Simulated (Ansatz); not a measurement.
# BNH₄ (triplet): the correlation ladder at distance B1–H4 along a hydrogen transfer = 1.366 Å, cc-pVDZ

How much of the correlation energy of BNH₄ (triplet) does each wave-function method recover here?

Program: Ansatz 0.2.0, Gaussian basis. Level of theory: cc-pVDZ, correlated electrons: outside noble gas. These are calculated values, not measurements.

Plan: UHF; CCSD(T) on ROHF; CCSD(T) on UHF; BCCD(T) on ROHF; CISD; CCSDT(Q) on ROHF; CCSDT(Q) on UHF; CASSCF and MRCISD+Q, 4 electrons in 4 orbitals; CASSCF and NEVPT2, 4 electrons in 4 orbitals.

## Step 1: The system

The geometry derives from fragments relaxed apart (PBE0/def2-TZVP) and kept rigid, so it is no stationary point. A hydrogen atom is moved between rigid fragments.

6 atoms, charge 0, spin multiplicity 3.

Atoms are counted from 1 here; the program's logs count them from 0.

Bond lengths: B1–H2 1.193 Å, B1–H3 1.193 Å, B1–H4 1.366 Å, N5–H6 1.040 Å. Angles: H2–B1–H3 120.0°, H2–B1–H4 120.0°, H3–B1–H4 120.0°.

In the tables R marks a restricted open-shell determinant and U an unrestricted one; 'pair' is the active space of 4 electrons in 4 orbitals; correlation energies count from the lowest restricted Hartree-Fock solution.

## Step 2: UHF

in.yaml

```yaml
crystal:
  periodic: [false, false, false]
  atoms:
    - {symbol: B, position_ang: [-1.492460, 0.035086, 0.000000]}
    - {symbol: H, position_ang: [-2.089193, 1.068657, 0.000000]}
    - {symbol: H, position_ang: [-2.089194, -0.998486, 0.000000]}
    - {symbol: H, position_ang: [-0.126460, 0.035086, 0.000000]}
    - {symbol: N, position_ang: [1.345540, 0.035086, 0.000000]}
    - {symbol: H, position_ang: [1.614622, -0.969141, 0.000000]}
basis:
  gaussian: {orbitals: cc-pVDZ}
magnetization: {spin_polarized: true, initial_magnetization: 2}
hamiltonian: {xc: hf}
output: {orbitals: {seedname: orbitals}}
```

Command:

```
> ansatz run in.yaml --threads 1 --pin off --events-out ev --progress --plain --max-ram 2393MiB
```

Further steps of the session: CCSD(T) on ROHF; CCSD(T) on UHF; BCCD(T) on ROHF; CISD; CCSDT(Q) on ROHF; CCSDT(Q) on UHF; CASSCF and MRCISD+Q, 4 electrons in 4 orbitals; CASSCF and NEVPT2, 4 electrons in 4 orbitals.

**Question.** What will the summary of the whole plan be? Wanted: correlation energy, UCCSDT(Q); RMP2 from UCCSDT(Q); UMP2 from UCCSDT(Q); RCCSD from UCCSDT(Q); RCCSD(T) from UCCSDT(Q); UCCSD(T) from UCCSDT(Q); RCCSDT(Q) from UCCSDT(Q); NEVPT2 pair from UCCSDT(Q); MRCISD+Q pair from UCCSDT(Q).

**Answer**, as computed:

| quantity | value |
| --- | --- |
| correlation energy, UCCSDT(Q) | -7.3473 eV |
| RMP2 from UCCSDT(Q) | +31.54 kcal/mol |
| UMP2 from UCCSDT(Q) | +31.34 kcal/mol |
| RCCSD from UCCSDT(Q) | +3.83 kcal/mol |
| RCCSD(T) from UCCSDT(Q) | +0.77 kcal/mol |
| UCCSD(T) from UCCSDT(Q) | +0.75 kcal/mol |
| RCCSDT(Q) from UCCSDT(Q) | +0.03 kcal/mol |
| NEVPT2 pair from UCCSDT(Q) | +29.95 kcal/mol |
| MRCISD+Q pair from UCCSDT(Q) | +1.25 kcal/mol |
| levels of the table within 1 kcal/mol (43 meV) | RCCSD(T), UCCSD(T), BCCD(T), RCCSDT, UCCSDT, RCCSDT(Q) |
| T1 diagnostic | 0.026 |

RCCSD(T) misses by +0.77 kcal/mol, 0.5 % of the correlation energy. Of the multireference levels listed MRCISD+Q pair comes nearest in total energy (+1.25 kcal/mol), which doesn't show that its space is the better one. These misses are within one basis, not against nature; the frozen cores of restricted and unrestricted runs differ, which can shift their rows.
